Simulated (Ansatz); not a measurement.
**BH3O (BH2(OH)): methods side by side**

BH3O: 5 atoms, total charge 0, spin state singlet. SMILES: `[H]B([H])O`. Geometry: relaxed at GFN2-xTB.

```xyz
5

B     0.2710    0.3025   -0.1085
H     1.4036    0.3900   -0.3956
H    -0.4329    1.2514   -0.0807
O    -0.1594   -0.9187    0.1745
H    -1.0822   -1.0252    0.4103
```

Each level gives the energy change with the B1–O4 bond stretched from 1.325 to 2.651 Å (eV). The values are calculated.

```tsv
level	kind	program	value (eV)	less FCI/STO-3G	CPU time (all runs)
HF/STO-3G (restricted)	Hartree–Fock	Ansatz	10.05	+3.31	0.12 s
revPBE/STO-3G (restricted)	GGA	Ansatz	7.60	+0.86	1.4 s
r2SCAN/STO-3G (restricted)	meta-GGA	Ansatz	8.20	+1.46	3.4 s
HSE06/STO-3G (restricted)	range-separated hybrid	Ansatz	8.56	+1.82	1.9 s
wB97X/STO-3G (restricted)	range-separated hybrid	Ansatz	8.83	+2.09	6.2 s
B2PLYP/STO-3G (restricted)	double hybrid	Ansatz	8.18	+1.44	2 s
BCCD(T)/STO-3G (restricted)	coupled cluster or CI	Ansatz	6.76	+0.02	0.28 s
CCSDT/STO-3G (restricted)	coupled cluster or CI	Ansatz	6.76	+0.02	0.41 s
FCI/STO-3G	exact in the basis	Ansatz	6.74	0.00	2.6 s
```

FCI/STO-3G is exact within its basis and frozen core, so for wave-function methods in that basis the difference is their error; functionals converge differently with the basis, so for them it is only a difference. A spin-restricted reference rises too steeply as a bond breaks; here HF/STO-3G, revPBE/STO-3G, r2SCAN/STO-3G, HSE06/STO-3G, wB97X/STO-3G, B2PLYP/STO-3G lie well above the multireference or unrestricted value. The first shape isn't each level's own minimum. The values span 6.74 to 10.05 eV. All rows use very small basis sets, so none should be taken for the real molecule's value. Times are those of the runs behind each value, whatever else they computed, on shared processors of several kinds: orders of magnitude only.
